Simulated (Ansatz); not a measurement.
Write a Python script for Ansatz 0.2.0, Python API that makes the energy of protonation at one site of H₂MgS, SMILES [MgH][SH]. Level of theory (for the species named): Hartree-Fock, def2-SVP basis, multiplicity 1.

```
atom    x (Å)    y (Å)    z (Å)
  Mg   0.0000  -0.8623   0.2990
   S  -0.6277   1.0588  -1.1543
   H   0.3377  -2.1835   1.3220
   H   0.3455   1.9267  -0.4870
```

Script `pa_h2mgs.py`:
```python
import ansatz as az
from ase import Atoms
import numpy as np

BASIS = "def2-SVP"
XC = "hf"
NET_CHARGE = 1
FMAX = 0.01

atoms = Atoms(["Mg", "S", "H", "H"], positions=[
    (0.0, -0.8623, 0.299),
    (-0.6277, 1.0588, -1.1543),
    (0.3377, -2.1835, 1.322),
    (0.3455, 1.9267, -0.487),
])
geometry = az.Crystal.molecule_from_ase(atoms)

calculation = geometry.calculation().basis(gaussian=BASIS).functional(XC)
symbols = [site.symbol for site in geometry.cartesian_sites]
start = np.array([site.position_ang for site in geometry.cartesian_sites], dtype=float)
data = calculation.relax(force_tolerance=0.01).run().report
end = np.array(data["positions_ang"])

away = sum((end[1] - end[j]) / np.linalg.norm(end[1] - end[j]) for j in [0, 3]) + np.array([0.15, 0.1, -0.2])
proton = end[1] + 1.4 * away / np.linalg.norm(away)
acid = az.Crystal.molecule()
for symbol, place in zip(symbols, end):
    acid = acid.atom(symbol, place.tolist())
acid = acid.atom("H", proton.tolist())
protonated = (
    acid.calculation()
    .basis(gaussian=BASIS)
    .functional(XC)
    .charge(NET_CHARGE)
    .relax(force_tolerance=FMAX, max_steps=80)
)
after = protonated.run().report
xyz = np.array(after["positions_ang"])
reach = np.linalg.norm(xyz[:-1] - xyz[-1], axis=1)
print(f"base {data['free_energy_ev']:.5f} eV, protonated {after['free_energy_ev']:.5f} eV")
print(f"the proton ends {reach.min():.3f} A from {symbols[reach.argmin()]}{reach.argmin()}")
print(f"electronic proton affinity {96.485332 * (data['free_energy_ev'] - after['free_energy_ev']):.1f} kJ/mol")
```

```console
$ python pa_h2mgs.py
base -16276.08262 eV, protonated -16284.72802 eV
the proton ends 1.340 A from S1
electronic proton affinity 834.2 kJ/mol
```

Notes:
- Total energies depend on the basis set; only differences at equal settings carry meaning.
- The proton is put on one chosen atom, which needn't be the most basic site, so the molecule's proton affinity can be higher; the ends are stationary points, not checked by frequencies, and zero-point and thermal terms count only where printed.
- Hartree-Fock leaves correlation out, so bond, atomisation and ionisation energies come out well too low.
- It ran for 5 s on 1 thread of Arm Neoverse V2, on a shared host, peak memory 0.17 GiB.
